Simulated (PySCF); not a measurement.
A structure optimised at B3LYP-D3(BJ)/def2-TZVP, used in a PySCF frequency run:

```
C
H 1 1.0931
H 1 1.1004 2 106.66
N 1 1.4649 2 107.57 3 -121.97
H 4 1.0132 1 110.95 2 59.67
H 4 1.0143 5 106.97 1 -120.39
C 1 1.5208 2 109.46 3 118.02
H 7 1.0909 1 110.50 2 60.94
H 7 1.0916 8 108.78 1 122.08
H 7 1.0935 8 107.93 9 116.55
```
Charge 0, spin multiplicity 1.

Write its SMILES and formula.

CCN, C₂H₇N

What are its rotational constants (standard atomic weights)?

32.772, 8.9449, 7.8445 GHz
